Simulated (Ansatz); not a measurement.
One crystal and one scan (energy against volume) at two levels, PBE (plane waves to 420 eV, PAW, scalar-relativistic; Ansatz, an electronic-structure program) and r2SCAN (plane waves to 500 eV, PAW, scalar-relativistic; Ansatz), each from its own relaxed cell and on its own mesh. The cell shown is that of PBE.

Au (fcc, Cu type)

```
CELL_PARAMETERS angstrom
      0.00000     2.07863     2.07863
      2.07863     0.00000     2.07863
      2.07863     2.07863     0.00000
ATOMIC_POSITIONS crystal
  Au 0.00000 0.00000 0.00000
```

The volume is varied about the relaxed value V₀ at fixed cell shape. Symmetry pins the atoms to their sites.

The energy includes the smearing's −TS. Au was relaxed with its symmetry unable to fall. Spin-orbit coupling is left out, though Au is heavy. The PAW data are Ansatz's earlier set. Percentages come from the unrounded values. Both scans cover V/V₀ from 0.900 to 1.100.

Results of PBE:

```
Item                                                     Result
-------------------------------------------------------  ------
Lattice constant a (Å)                                    4.157
Pressure at the smallest volume (GPa)                      20.0
Energy cost of the largest compression (meV/atom)            99
Energy cost of the largest expansion (meV/atom)              62
Bulk modulus B₀ (third-order Birch-Murnaghan fit) (GPa)   138.6
Pressure for 5 % compression (fit) (GPa)                    8.3
```

Q: What does r2SCAN give for the same quantities?

A: 
```tsv
quantity	r2SCAN	PBE − r2SCAN
Lattice constant a (Å)	4.124	+0.033 (+0.8 %)
Pressure at the smallest volume (GPa)	21.9	-1.9 (-9 %)
Energy cost of the largest compression (meV/atom)	106	-7 (-7 %)
Energy cost of the largest expansion (meV/atom)	67	-5 (-7 %)
Bulk modulus B₀ (third-order Birch-Murnaghan fit) (GPa)	152.2	-13.6 (-9.0 %)
Pressure for 5 % compression (fit) (GPa)	9.1	-0.8 (-9 %)
```

PBE gives the higher value for: lattice constant a. PBE gives the lower value for: pressure at the smallest volume; energy cost of the largest compression; energy cost of the largest expansion; bulk modulus B₀; pressure for 5 % compression. For the lattice constant a the reference is 4.062 Å (measured, corrected to the static lattice; as given in Daniel Mejia-Rodriguez, S. B. Trickey, Physical Review B (2018), arXiv:1807.09216): r2SCAN lies nearer. For the bulk modulus B₀ the reference is 182 GPa (measured, corrected to the static lattice; as given in Daniel Mejia-Rodriguez, S. B. Trickey, Physical Review B (2018), arXiv:1807.09216): r2SCAN lies nearer.  Neither level is exact: the differences show how much the result hangs on the functional.

(A scan under strain: stresses follow from slopes of the energy per volume, elastic moduli from its curvatures.)
